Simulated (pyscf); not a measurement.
Optimised with ωB97X-D3(BJ)/def2-SVP in PySCF.

Question: Estimate by transition-state theory the rate constant of HO–Si(F)(F)–F (SMILES O[Si](F)(F)F) + HO–SiH₃ (SMILES O[SiH3]) → HO–Si(F)(F)–O–SiH₃ (SMILES O[Si](F)(F)O[SiH3]) + HF (SMILES F) (singlet surface; F–Si, H–O broken, O–Si, F–H formed) at 1200 K, with ωB97M-D3(BJ)/def2-TZVP energies (ideal gas, 1 atm, RRHO with modes under 100 cm⁻¹ raised to 100, one conformer, R ln 2 for rigid chiral ones; no tunnelling).

Answer: The electronic barrier is 19.1 kcal/mol and the thermal terms add +53.7, so ΔG‡ = 72.8 kcal/mol. With k_BT/h = 2.50e+13 s⁻¹ and RT = 2.385 kcal/mol, and a volume of 1.64e-19 cm³ per molecule at 1 atm, k = 2.2e-19 cm³ molecule⁻¹ s⁻¹. Wigner's tunnelling factor for 782i cm⁻¹ would be 1.04. A shift of 1 kcal/mol in the barrier changes k by a factor 1.5. On the reactant side the descent ends in an adduct with a O–Si contact, 5.3 kcal/mol over the separated species and 12.3 kcal/mol under the saddle at ωB97X-D3(BJ)/def2-TZVP. On the product side the descent ends in a complex, 7.5 kcal/mol under the separated species and 22.2 kcal/mol under the saddle at ωB97X-D3(BJ)/def2-TZVP. What is counted as formed (O–Si) is already present as a longer contact in the reactant adduct; forming that adduct is a step of its own. One saddle was located; it need not be the lowest between these sides.
